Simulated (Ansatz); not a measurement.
**CHOSi (quartet): wave-function methods side by side, def2-QZVPP**

An exercise on one series of results from a longer session: the logs are not shown, and one member is left open.

Computed with Ansatz 0.2.0, Gaussian basis. Level: def2-QZVPP, core rule «outside noble gas», up to 7 orbitals frozen.

To be run: UHF; ROHF; CCSD(T) on UHF.

2 further runs of the same task are left out: 2 set aside as unsound or not needed.

## What is computed

The geometry is a PBE0/def2-TZVP stationary point (not a proven minimum) of the parent state, kept for this charge and spin.

4 atoms, charge 0, spin multiplicity 4.

Atoms are counted from 1 here; the program's logs count them from 0.

Bond lengths: O1–C2 1.331 Å, O1–Si3 1.857 Å, C2–Si3 1.748 Å, C2–H4 1.085 Å. Angles: C2–O1–Si3 64.0°, O1–C2–Si3 72.8°, O1–C2–H4 121.1°, Si3–C2–H4 166.2°, O1–Si3–C2 43.2°.

Geometry (Å):

```xyz
4

O     0.00000   -0.66891    0.84225
C     0.00000    0.66049    0.77021
Si    0.00000    0.05302   -0.86904
H     0.00000    1.27002    1.66802
```

Set-up of the first run:

Input file in.yaml:

```yaml
crystal:
  periodic: [false, false, false]
  atoms:
    - {symbol: O, position_ang: [0.000000, -0.668907, 0.842254]}
    - {symbol: C, position_ang: [0.000000, 0.660489, 0.770206]}
    - {symbol: Si, position_ang: [0.000000, 0.053019, -0.869044]}
    - {symbol: H, position_ang: [0.000000, 1.270023, 1.668016]}
basis:
  gaussian: {orbitals: "def2-QZVPP.json"}
magnetization: {spin_polarized: true, initial_magnetization: 3}
hamiltonian: {xc: hf}
output: {orbitals: {seedname: orbitals}}
```

On the command line:

```
ansatz run in.yaml --threads 1 --pin off --events-out ev --progress --plain --max-ram 2393MiB
```

Steps of the session up to this table: UHF; ROHF; CCSD(T) on UHF.

One table of the session follows, with a row left open; its other results are not shown here.

It belongs to the step «Misses and costs». 

| method | from UCCSD(T) (meV) |
| --- | --- |
| ROHF | ? |
| UHF | +14003.7 |
| UMP2 | +1078.1 |
| UCCSD | +697.0 |
| UCCSD(T) | 0 |

**Question.** Estimate the row for ROHF.

**Answer.** from UCCSD(T) (meV): +14390.7. In the column «from UCCSD(T) (meV)» it is the highest.
